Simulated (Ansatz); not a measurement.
## Ansatz (development build ahead of 0.2.0) run

```yaml
crystal:
  periodic: [false, false, false]
  atoms:
    - { symbol: H, position_ang: [0.01423, 0.01127, -0.02876] }
    - { symbol: C, position_ang: [0.79549, -0.01775, 0.73792] }
    - { symbol: "N", position_ang: [1.64112, -0.04916, 1.56748] }
basis:
  gaussian: { orbitals: def2-SVP }
total_charge: 1
magnetization:
  spin_polarized: true
  initial_magnetization: 1
hamiltonian:
  xc: hf
correlation:
  method: mp2
  frozen_orbitals: { C: 1, H: 0, "N": 1 }
output:
  forces: true
```

The input is written out in the form of the current development build from the run's settings.

Output:

```json
{
  "Converged": "yes",
  "Reference energy": "-92.35611 hartree",
  "Correlation energy": "-0.22529 hartree",
  "Total energy": "-92.58140 hartree",
  "Spin squared of the determinant": "0.765",
  "Stability test": "minimum"
}
```

Forces (eV/Å):
```json
{"atom": "H1", "Fx": "-0.201", "Fy": "0.007", "Fz": "-0.197"}
{"atom": "C2", "Fx": "-1.542", "Fy": "0.057", "Fz": "-1.514"}
{"atom": "N3", "Fx": "1.743", "Fy": "-0.065", "Fz": "1.711"}
```

Caution: MP2 on this radical cation hangs on the determinant chosen.
